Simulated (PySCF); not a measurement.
**PH: frontier orbitals**

PBE0 at R = 1.429 Å; basis P x2c-TZVPPall, H x2c-TZVPPall; spin-free X2C with a Gaussian nucleus; PySCF 2.14. State: singlet, one real π or δ orbital doubly filled, a mixture of terms (⟨Lz²⟩ = 2.0), a second solution, started from another occupation. Only the outer orbitals are listed, counted within each symmetry.

```csv
orbital,occ.,ε (eV),on P (%),main shells (%)
4σ,2,-16.68,82,"79 P s, 17 H s"
5σ,2,-9.60,71,"52 P p, 29 H s, 16 P s"
2π,2,-5.99,99,99 P p
2π,0,-4.56,99,99 P p
6σ,0,1.07,35,"68 H s, 38 P p"
7σ,0,4.84,31,"71 H s, 28 P d"
```

Question: Which are the highest filled and the lowest empty level, where do they sit, and how wide is the gap?

Answer: Highest filled 2π at -5.99 eV (in %: 99 P p); lowest empty 2π at -4.56 eV (in %: 99 P p); the gap at PBE0 is 1.43 eV. Both belong to one degenerate shell, split only by its one-sided filling, so this is no excitation gap.

* bond order (Mayer): 1.00
* ⟨S²⟩: 0.000
* charge on P (Mulliken, basis-dependent): -0.04
* charge on P (Löwdin, basis-dependent): 0.19
* dipole moment (positive dipole means P(−)H(+)): 0.49 D
